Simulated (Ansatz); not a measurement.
A nudged elastic band was laid between two geometries of CH6BN + H2 (11 atoms, charge 0, multiplicity 1).

These are results of RKS B3LYP-D4/6-31G* in Ansatz 0.2.0, not measurements.

```json
{"movable images": "7", "climbing image": "yes", "spring": "5.0 eV/Å²", "optimiser": "quadratic models (default)", "start path": "through a guess of the saddle point", "force threshold": "0.05 eV/Å", "iteration limit": "60", "end points": "relaxed"}
```

Initial state:

```xyz
11
Properties=species:S:1:pos:R:3
B -0.173 0.588 0.206
N -0.086 0.138 1.528
H -0.848 -0.325 2.007
H 0.737 0.256 2.103
H 0.796 1.135 -0.247
C -1.479 0.389 -0.656
H -2.296 -0.120 -0.128
H -1.859 1.358 -1.009
H -1.255 -0.189 -1.563
H 0.601 -3.271 0.989
H 0.502 -2.534 1.009
```

Final state:

```xyz
11
Properties=species:S:1:pos:R:3
B -0.022 -0.571 -0.050
N 0.023 -0.397 1.620
H -0.803 -0.811 2.054
H 0.051 0.589 1.885
H 1.021 -0.059 -0.408
C -1.356 0.183 -0.554
H -2.288 -0.242 -0.146
H -1.369 1.262 -0.329
H -1.438 0.100 -1.645
H -0.028 -1.777 -0.201
H 0.847 -0.852 2.014
```

(1) What changes between the two ends?

(2) What energy profile does the band end with?

(3) What is the geometry of the highest image?

The band took 15 iterations and roughly 90 core-seconds.

Answers

(1) Bonds broken: H10–H11. Bonds formed: B1–H10, N2–H11. CH6BN + H2 becomes CH8BN.

(2) It converged. The highest image is number 4 of 0 to 8, 1.95 eV above the first end and 1.74 eV above the last; the last end lies 0.22 eV above the first. Neighbouring images differ by up to 1.5 eV, so the band resolves the path poorly. A vibrational analysis at the climbing image gives one clearly imaginary mode, 1478i cm⁻¹: a first-order saddle point. The orbitals stay closed-shell, which can raise the energy where a bond breaks towards radicals; this wasn't checked here.

```json
{"image": "0", "path coordinate (Å)": "0.00", "energy (eV)": "0.00", "H10–H11 (Å)": "0.74", "B1–H10 (Å)": "4.01", "N2–H11 (Å)": "2.79"}
{"image": "1", "path coordinate (Å)": "0.87", "energy (eV)": "0.00", "H10–H11 (Å)": "0.74", "B1–H10 (Å)": "3.67", "N2–H11 (Å)": "2.84"}
{"image": "2", "path coordinate (Å)": "1.74", "energy (eV)": "0.06", "H10–H11 (Å)": "0.74", "B1–H10 (Å)": "3.02", "N2–H11 (Å)": "2.65"}
{"image": "3", "path coordinate (Å)": "2.62", "energy (eV)": "0.46", "H10–H11 (Å)": "0.75", "B1–H10 (Å)": "2.21", "N2–H11 (Å)": "2.16"}
{"image": "4", "path coordinate (Å)": "3.49", "energy (eV)": "1.95", "H10–H11 (Å)": "0.99", "B1–H10 (Å)": "1.40", "N2–H11 (Å)": "1.38"}
{"image": "5", "path coordinate (Å)": "4.12", "energy (eV)": "0.73", "H10–H11 (Å)": "1.69", "B1–H10 (Å)": "1.24", "N2–H11 (Å)": "1.02"}
{"image": "6", "path coordinate (Å)": "4.76", "energy (eV)": "0.31", "H10–H11 (Å)": "2.31", "B1–H10 (Å)": "1.21", "N2–H11 (Å)": "1.02"}
{"image": "7", "path coordinate (Å)": "5.39", "energy (eV)": "0.25", "H10–H11 (Å)": "2.42", "B1–H10 (Å)": "1.22", "N2–H11 (Å)": "1.02"}
{"image": "8", "path coordinate (Å)": "6.03", "energy (eV)": "0.22", "H10–H11 (Å)": "2.55", "B1–H10 (Å)": "1.22", "N2–H11 (Å)": "1.02"}
```

(3) 
```xyz
11
Properties=species:S:1:pos:R:3
B 0.008 -0.193 0.165
N -0.055 -0.300 1.746
H -0.969 -0.249 2.182
H 0.658 0.175 2.285
H 1.014 0.342 -0.212
C -1.378 0.074 -0.565
H -2.200 -0.547 -0.184
H -1.670 1.123 -0.413
H -1.319 -0.089 -1.648
H 0.314 -1.543 -0.045
H 0.237 -1.367 0.929
```

Run time: 87 s on 1 thread of AMD EPYC 9R45 96-Core Processor (Zen 5) (shared host), peak memory 0.14 GiB.
